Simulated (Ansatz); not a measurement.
This geometry of BH4N + H (7 atoms, charge 0, multiplicity 2) is a first-order saddle point.

All numbers below come from UKS PBE-D4/def2-mTZVP (Ansatz 0.2.0).

```xyz
7
Properties=species:S:1:pos:R:3
B -0.029 0.242 -0.112
H 0.032 -0.254 1.436
N 1.211 0.020 -0.680
H 1.988 -0.396 -0.165
H 1.458 0.245 -1.645
H -0.964 0.727 -0.685
H 0.217 -0.584 2.239
```

(1) Which two structures does it join? (They come from a converged band through this point; their orientation in space is the band's.)

(2) How far does it lie above each of them?

## Answers

(1) Bonds broken: B1–H2. Bonds formed: H2–H7. BH4N + H becomes BH3N + H2.

First end point:

```xyz
7
Properties=species:S:1:pos:R:3
B -0.050 0.118 -0.319
H -0.288 -0.309 0.779
N 1.251 0.016 -0.810
H 2.018 -0.399 -0.286
H 1.536 0.351 -1.728
H -0.892 0.627 -1.009
H 0.338 -0.404 3.763
```

Last end point:

```xyz
7
Properties=species:S:1:pos:R:3
B 0.045 -0.199 -0.561
H -0.169 -0.364 2.183
N 1.333 -0.015 -1.025
H 2.074 -0.705 -0.912
H 1.655 0.823 -1.517
H -0.851 0.591 -0.678
H -0.174 -0.131 2.900
```

(2) 27.1 kJ/mol above the first and 14.5 kJ/mol above the second. This is the barrier of this one path; another mechanism may lie lower.

The run took 3.4 min on 1 thread of Arm Neoverse V2, on a shared host, peak memory 0.11 GiB.
